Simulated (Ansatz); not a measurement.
Geometry optimisation, Ansatz, RKS PBE0-D4/def2-SVP.

Input file:

```yaml
crystal:
  periodic: [false, false, false]
  atoms:
    - { symbol: B, position_ang: [0.0, 0.0, 0.0] }
    - { symbol: C, position_ang: [1.0599, 0.0, 1.4549] }
    - { symbol: H, position_ang: [0.0603, -0.3092, 1.8254] }
    - { symbol: H, position_ang: [1.8275, -0.7111, 1.8254] }
    - { symbol: H, position_ang: [1.2919, 1.0203, 1.8254] }
    - { symbol: H, position_ang: [1.3894, 0.0, -0.0408] }
    - { symbol: O, position_ang: [-1.2211, 0.0, -0.705] }
    - { symbol: H, position_ang: [-1.7308, -0.8467, -0.4965] }
basis:
  gaussian: { orbitals: def2-SVP }
hamiltonian:
  xc: pbe0
  dispersion: d4
relax:
  f_tol: 0.15
  max_steps: 25
  restrain:
    - { distance: [1, 5], at: 1.11, k: 30.0 }
    - { distance: [0, 1], at: 2.8, k: 30.0 }
    - { distance: [0, 5], at: 2.39, k: 30.0 }
```

Run as:

```bash
$ ansatz run input.yaml --threads 1 --pin off --max-ram 2048MiB --backend cpu --events-out ev --progress --plain --runs-dir out
```

Task: Where does it end, and by what steps?

Result: The run converged. The restraints hold the end off the free minimum. After 16 steps the energy has fallen by 3.632 eV (the restraints' own energy left out); B1 moved furthest, 1.19 Å. Parted: B1–C2 (1.80 → 2.82 Å). Joined: C2–H6 (1.53 → 1.10 Å).

| step | energy less start (eV) | largest force component (eV/Å) | accepted |
| --- | --- | --- | --- |
| 0 | 0.0000 | 6.472 | yes |
| 1 | 1.6751 | 5.681 | yes |
| 2 | 1.0459 | 14.461 | yes |
| 3 | -0.9136 | 8.297 | yes |
| 4 | -2.4865 | 3.867 | yes |
| 5 | -3.2540 | 1.816 | yes |
| 6 | -3.3838 | 1.393 | yes |
| 7 | -3.5517 | 0.644 | yes |
| 8 | -3.5931 | 0.569 | yes |
| 9 | -3.6015 | 0.545 | yes |
| 10 | -3.6090 | 0.518 | yes |
| 11 | -3.6064 | 0.994 | no |
| 12 | -3.6164 | 0.569 | yes |
| 13 | -3.6205 | 0.477 | yes |
| 14 | -3.6260 | 0.426 | yes |
| 15 | -3.6277 | 0.430 | yes |
| 16 | -3.6319 | 0.446 | yes |

```xyz
8
Properties=species:S:1:pos:R:3
B -0.305 0.765 -0.862
C 1.093 -0.171 1.399
H 0.250 -0.779 1.765
H 1.955 -0.368 2.054
H 0.835 0.895 1.439
H 1.361 -0.438 0.363
O -1.305 0.009 -0.522
H -1.206 -0.758 0.053
```

Time of the run: 26 s on 1 thread of Arm Neoverse V2, with other jobs on the host, peak memory 0.13 GiB.
